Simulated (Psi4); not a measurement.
**triplet BHF2 at 4 levels**

Aim: a comparison of 4 runs (UHF/STO-3G, UB3LYP/6-31G*, UHSE06/def2-TZVPP) of triplet BHF2. 

The calculation is run with Psi4 1.11.

1 further run of the same task is left out (set aside as unsound or not needed).

**1. Starting point**

BHF2 has 4 atoms, charge 0, and is taken as a triplet. As SMILES of the parent species, `FBF`. Geometry: relaxed at PBE0-D4/def2-TZVP. That shape belongs to the parent species and isn't relaxed for this state.

Bond lengths: F1–B2 1.313 Å, B2–F3 1.313 Å, B2–H4 1.191 Å. Angles: F1–B2–F3 118.1°, F1–B2–H4 121.0°, F3–B2–H4 121.0°.

**2. A single-point energy at UHF/STO-3G (run 1)**

Contents of bf2h.json:

```json
{
  "schema_name": "qcschema_input",
  "schema_version": 1,
  "molecule": {
    "schema_name": "qcschema_molecule",
    "schema_version": 2,
    "symbols": ["F", "B", "F", "H"],
    "geometry": [2.18131087, 0.86341587, -0.68389188, -0.00359048, -0.05858151, 0.0476211, -2.070006, 0.9990982, -0.8294008, -0.10771439, -1.80393256, 1.46567158],
    "molecular_charge": 0,
    "molecular_multiplicity": 3,
    "fix_symmetry": "c1"
  },
  "driver": "energy",
  "model": {
    "method": "scf",
    "basis": "STO-3G"
  },
  "keywords": {
    "reference": "uhf",
    "puream": true,
    "e_convergence": 1e-09,
    "d_convergence": 1e-08,
    "scf_type": "pk",
    "maxiter": 100
  }
}
```

Run with:

```console
psi4 --qcschema bf2h.json -n 1 --memory 1600MB
```

stdout:

```text
[...]
  Running in c1 symmetry.
[...]
  Nuclear repulsion =   61.888554693034997
[...]
  Multiplicity = 3
[...]
  Nalpha       = 13
  Nbeta        = 11
[...]
    Number of basis functions: 16
[...]
   @UHF iter   1:  -220.76037800918147   -1.16800e+00   1.50114e-02 DIIS/ADIIS
[...]
   @UHF iter  19:  -220.81988250558919   -3.69482e-13   2.46566e-09 DIIS
[...]
   @S^2 Observed:                2.018096732E+00
[...]
    Orbital Energies [Eh]
    ---------------------
    Alpha Occupied:
       1A    -26.031764     2A    -26.031519     3A     -7.348005
       4A     -1.581657     5A     -1.551325     6A     -0.726279
       7A     -0.657250     8A     -0.647426     9A     -0.633196
      10A     -0.563263    11A     -0.530063    12A     -0.510810
      13A     -0.109801
    Alpha Virtual:
      14A      0.590433    15A      0.784588    16A      0.827716
    Beta Occupied:
[...]
  @UHF Final Energy:  -220.81988250558919
   => Energetics <=
    Nuclear Repulsion Energy =             61.8885546930349975
    One-Electron Energy =                -433.0255883694815111
    Two-Electron Energy =                 150.3171511708573007
    Total Energy =                       -220.8198825055891916
  UHF NO Occupations:
  HONO-2 :   11  A 1.9941352
  HONO-1 :   12  A 1.0000000
[...]
 Multipole Moments:
 ------------------------------------------------------------------------------------
     Multipole            Electronic (a.u.)      Nuclear  (a.u.)        Total (a.u.)
 ------------------------------------------------------------------------------------
 L = 1.  Multiply by 2.5417464519 to convert [e a0] to [Debye]
 Dipole X            :          0.0564548           -0.0675938           -0.0111390
 Dipole Y            :          0.9527271           -1.1322755           -0.1795484
 Dipole Z            :         -0.7741071            0.9199550            0.1458478
 Magnitude           :                                                    0.2315886
[...]
```

The result, in JSON:

```text
{
 "driver": "energy",
 "model": {
  "method": "scf",
  "basis": "STO-3G"
 },
 "success": true,
 "return_result": -220.8198825055892,
 "properties": {
  "calcinfo_nbasis": 16,
  "calcinfo_nmo": 16,
  "calcinfo_nalpha": 13,
  "calcinfo_nbeta": 11,
  "calcinfo_natom": 4,
  "nuclear_repulsion_energy": 61.888554693035,
  "return_energy": -220.8198825055892,
  "scf_one_electron_energy": -433.0255883694815,
  "scf_two_electron_energy": 150.3171511708573,
  "scf_dipole_moment": [-0.011138984649851275, -0.17954835692185867, 0.1458478428918767],
  "scf_total_energy": -220.8198825055892,
  "scf_iterations": 19
 }
}
```

Run time: 1.1 s. Hardware: 1 thread of Intel Xeon 6975P-C (Granite Rapids), shared host; peak memory 0.18 GiB.

**3. Energy and forces at UB3LYP/6-31G(d) (spherical functions) (run 2)**

Contents of input.json:

```json
{
 "schema_name": "qcschema_input",
 "schema_version": 1,
 "molecule": {
  "schema_name": "qcschema_molecule",
  "schema_version": 2,
  "symbols": ["F", "B", "F", "H"],
  "geometry": [2.18131087, 0.86341587, -0.68389188, -0.00359048, -0.05858151, 0.0476211, -2.070006, 0.9990982, -0.8294008, -0.10771439, -1.80393256, 1.46567158],
  "molecular_charge": 0,
  "molecular_multiplicity": 3,
  "fix_symmetry": "c1"
 },
 "driver": "gradient",
 "model": {
  "method": "b3lyp",
  "basis": "6-31G*"
 },
 "keywords": {
  "reference": "uks",
  "puream": true,
  "e_convergence": 1e-09,
  "d_convergence": 1e-08,
  "scf_type": "pk",
  "dft_radial_points": 99,
  "dft_spherical_points": 590,
  "maxiter": 100
 }
}
```

Run with:

```console
psi4 --qcschema input.json -n 1 --memory 1600MB
```

stdout:

```text
[...]
  Running in c1 symmetry.
[...]
  Nuclear repulsion =   61.888554693034997
[...]
  Multiplicity = 3
[...]
  Nalpha       = 13
  Nbeta        = 11
[...]
    Number of basis functions: 44
[...]
   @UKS iter   1:  -224.90017503875882   -1.33018e-01   7.78482e-03 ADIIS/DIIS
[...]
   @UKS iter  12:  -224.94389154750033   -4.26326e-13   5.36615e-09 DIIS
[...]
   @S^2 Observed:                2.003574982E+00
[...]
  @UKS Final Energy:  -224.94389154750033
   => Energetics <=
    Nuclear Repulsion Energy =             61.8885546930349975
    One-Electron Energy =                -435.0480762064646001
    Two-Electron Energy =                 168.7422377812927721
    DFT Exchange-Correlation Energy =     -20.5266078153635263
    Empirical Dispersion Energy =           0.0000000000000000
    VV10 Nonlocal Energy =                  0.0000000000000000
    Total Energy =                       -224.9438915475003284
[...]
 Multipole Moments:
 ------------------------------------------------------------------------------------
     Multipole            Electronic (a.u.)      Nuclear  (a.u.)        Total (a.u.)
 ------------------------------------------------------------------------------------
 L = 1.  Multiply by 2.5417464519 to convert [e a0] to [Debye]
 Dipole X            :          0.0372502           -0.0675938           -0.0303436
 Dipole Y            :          0.6242257           -1.1322755           -0.5080498
 Dipole Z            :         -0.5072183            0.9199550            0.4127366
 Magnitude           :                                                    0.6552761
[...]
  -Total Gradient:
     Atom            X                  Y                   Z
    ------   -----------------  -----------------  -----------------
       1       -0.071620340719    -0.004699046652     0.003230796681
       2       -0.001007626174    -0.015698187966     0.012742637295
       3        0.070861392553    -0.009286306753     0.008139931499
       4        0.001765364617     0.029663405989    -0.024096988755
[...]
```

The result, in JSON:

```text
{
 "driver": "gradient",
 "model": {
  "method": "b3lyp",
  "basis": "6-31G*"
 },
 "success": true,
 "return_result": [-0.07162034071934023, -0.00469904665233116, 0.003230796681432155, -0.0010076261735972392, -0.015698187965756144, 0.012742637294529999, 0.07086139255318274, -0.009286306753404527, 0.00813993149863984, 0.0017653646168639308, 0.029663405988938477, -0.024096988755233098],
 "properties": {
  "calcinfo_nbasis": 44,
  "calcinfo_nmo": 44,
  "calcinfo_nalpha": 13,
  "calcinfo_nbeta": 11,
  "calcinfo_natom": 4,
  "nuclear_repulsion_energy": 61.888554693035,
  "return_energy": -224.94389154750033,
  "return_gradient": [-0.07162034071934023, -0.00469904665233116, 0.003230796681432155, -0.0010076261735972392, -0.015698187965756144, 0.012742637294529999, 0.07086139255318274, -0.009286306753404527, 0.00813993149863984, 0.0017653646168639308, 0.029663405988938477, -0.024096988755233098],
  "scf_one_electron_energy": -435.0480762064646,
  "scf_two_electron_energy": 168.74223778129277,
  "scf_xc_energy": -20.526607815363526,
  "scf_dipole_moment": [-0.03034357173936121, -0.5080497759931164, 0.4127366130583774],
  "scf_total_energy": -224.94389154750033,
  "scf_total_gradient": [-0.07162034071934023, -0.00469904665233116, 0.003230796681432155, -0.0010076261735972392, -0.015698187965756144, 0.012742637294529999, 0.07086139255318274, -0.009286306753404527, 0.00813993149863984, 0.0017653646168639308, 0.029663405988938477, -0.024096988755233098],
  "scf_iterations": 12
 }
}
```

Run time: 6.6 s. Hardware: 1 thread of Intel Xeon 6975P-C (Granite Rapids), shared host; peak memory 0.49 GiB.

Run 3 isn't shown in full; the table further down has it.

**4. The energy at UHSE06/def2-TZVPP (run 4)**

Contents of calc.in:

```
memory 1600 MB

molecule molecule1 {
  0 3
  F
  B 1 1.313275
  F 2 1.313162 1 118.0734
  H 2 1.191291 3 120.9677 1 -179.99789
  symmetry c1
}

set basis def2-TZVPP
set reference uks
set puream true
set e_convergence 1e-09
set d_convergence 1e-08
set scf_type pk
set dft_radial_points 99
set dft_spherical_points 590
set maxiter 100

e, wfn = energy("hse06", return_wfn=True)
print_variables()
```

Run with:

```console
psi4 -i calc.in -o calc.out -n 1
```

calc.out:

```text
[...]
  Running in c1 symmetry.
[...]
  Nuclear repulsion =   61.888559216060209
[...]
  Multiplicity = 3
[...]
  Nalpha       = 13
  Nbeta        = 11
[...]
    Number of basis functions: 107
[...]
   @UKS iter   1:  -224.79487669599621   -2.23964e-01   3.92961e-03 DIIS/ADIIS
[...]
   @UKS iter  12:  -224.86021266565524   -5.14433e-12   4.32879e-09 DIIS
[...]
   @S^2 Observed:                2.004121197E+00
[...]
    Orbital Energies [Eh]
    ---------------------
    Alpha Occupied:
       1A    -24.799548     2A    -24.799541     3A     -6.853885
       4A     -1.280097     5A     -1.253114     6A     -0.632561
       7A     -0.572386     8A     -0.563753     9A     -0.520094
      10A     -0.468913    11A     -0.465241    12A     -0.456172
      13A     -0.116593
    Alpha Virtual:
      14A      0.020831    15A      0.044693    16A      0.053557
      17A      0.109339    18A      0.132674    19A      0.271536
      20A      0.282282    21A      0.371404    22A      0.393496
      23A      0.421367    24A      0.431805    25A      0.490777
[...]
  @UKS Final Energy:  -224.86021266565524
   => Energetics <=
    Nuclear Repulsion Energy =             61.8885592160602087
    One-Electron Energy =                -434.8359514154391263
    Two-Electron Energy =                 167.5339727451252827
    DFT Exchange-Correlation Energy =     -19.4467932114016158
    Empirical Dispersion Energy =           0.0000000000000000
    VV10 Nonlocal Energy =                  0.0000000000000000
    Total Energy =                       -224.8602126656552400
[...]
 Multipole Moments:
 ------------------------------------------------------------------------------------
     Multipole            Electronic (a.u.)      Nuclear  (a.u.)        Total (a.u.)
 ------------------------------------------------------------------------------------
 L = 1.  Multiply by 2.5417464519 to convert [e a0] to [Debye]
 Dipole X            :          0.0000217            0.0000367            0.0000584
 Dipole Y            :         -0.6597199            1.2523726            0.5926526
 Dipole Z            :         -0.3956951            0.7513308            0.3556357
 Magnitude           :                                                    0.6911685
[...]
```

Run time: 23 s. Hardware: 1 thread of Intel Xeon 6975P-C (Granite Rapids), shared host; peak memory 0.71 GiB.

**5. All runs side by side**

| run | level | task | integration grid | energy (Eh) | dipole moment (D) | HOMO energy (eV) | ⟨S²⟩ | wall time |
| --- | --- | --- | --- | --- | --- | --- | --- | --- |
| 1 | UHF/STO-3G | energy | – | -220.819883 | 0.59 | -2.99 | 2.018 | 1.1 s |
| 2 | UB3LYP/6-31G* (spherical functions) | gradient | 99 radial × 590 angular | -224.943892 | 1.67 | -2.36 | 2.004 | 6.6 s |
| 3 | UB3LYP/6-31G* (Cartesian functions) | energy | 99 radial × 590 angular | -224.947121 | 1.67 | -2.37 | 2.004 | 6 s |
| 4 | UHSE06/def2-TZVPP | energy | 99 radial × 590 angular | -224.860213 | 1.76 | -3.17 | 2.004 | 23 s |

**6. What came out**

```
                                 quantity          value
                      run 4: total energy  -224.86021 Eh
                     run 4: dipole moment         1.76 D
run 4: HOMO energy (highest over α and β)       -3.17 eV
                              run 4: ⟨S²⟩          2.004
```

What this shows: The dipole moment (its size) runs from 0.59 D (UHF/STO-3G) to 1.76 D (UHSE06/def2-TZVPP). The two ends differ in method and basis. Totals of different functionals can't be ranked against each other. In run 1 the basis is minimal, so the values are rough. All runs together took 37 s, the longest 23 s.
